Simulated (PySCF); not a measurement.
Sulfur trioxide, SO3.
Cartesian coordinates in Å at the GFN2-xTB level; atoms count from 1:
```
atom  x, y, z in Å
O1    -0.7058   -1.2269   -0.0264
S2     0.0026    0.0012   -0.0057
O3    -0.7067    1.2289   -0.0134
O4     1.4202    0.0016    0.0226
```

The calculation used TDDFT CAM-B3LYP/def2-SVPD, vertical, gas phase, core orbitals frozen in the response in PySCF 2.14.0, density-fitted response routines.

Orbital energies (eV): HOMO-3 -13.90, HOMO-2 -13.14, HOMO-1 -13.14, HOMO -11.65, LUMO -1.53, LUMO+1 -1.50, LUMO+2 1.58.

Q: Among the lowest singlets, which states do these configurations lead, and at what energies: HOMO→LUMO+1, HOMO→LUMO?

A: 

| state | leading configuration | weight | Δε (eV) | E (eV) | E − Δε (eV) | f | other configurations |
| --- | --- | --- | --- | --- | --- | --- | --- |
| S1 | HOMO→LUMO+1 | 1.00 | 10.15 | 5.34 | -4.80 | 0.0000 | – |
| S2 | HOMO→LUMO | 0.97 | 10.12 | 5.70 | -4.42 | 0.0000 | – |

E − Δε runs from -4.80 to -4.42 eV. By orbital difference alone the order would be S2, S1. Δε is the difference of the two orbital energies.

H and L stand for HOMO and LUMO. The other states: S3 7.07 eV, f 0.0000, H-2/H-1→L (≥90%); S4 7.07 eV, f 0.0000, H-2/H-1→L (≥90%); S5 7.57 eV, f 0.0000, H-3→L+1 (78%), H-4→L+1 (20%); S6 7.57 eV, f 0.0000, H-4→L+1 (78%), H-3→L+1 (20%); S7 7.64 eV, f 0.0044, H-2/H-1→L+1 (≥35%), H-3→L (27%), H-4→L (22%); S8 7.64 eV, f 0.0044, H-2/H-1→L+1 (≥35%), H-4→L (27%), H-3→L (22%).

Q: Which computed triplets share their leading configuration (75% or more) with a singlet, and how far apart are the partners?

A: 

```tsv
configuration	triplet	E(T) (eV)	singlet	E(S) (eV)	E(S) − E(T) (eV)
HOMO→LUMO+1	T1	4.93	S1	5.34	+0.41
HOMO→LUMO	T2	5.26	S2	5.70	+0.44
```

The 3 triplets are Tamm–Dancoff values, the singlets full response.
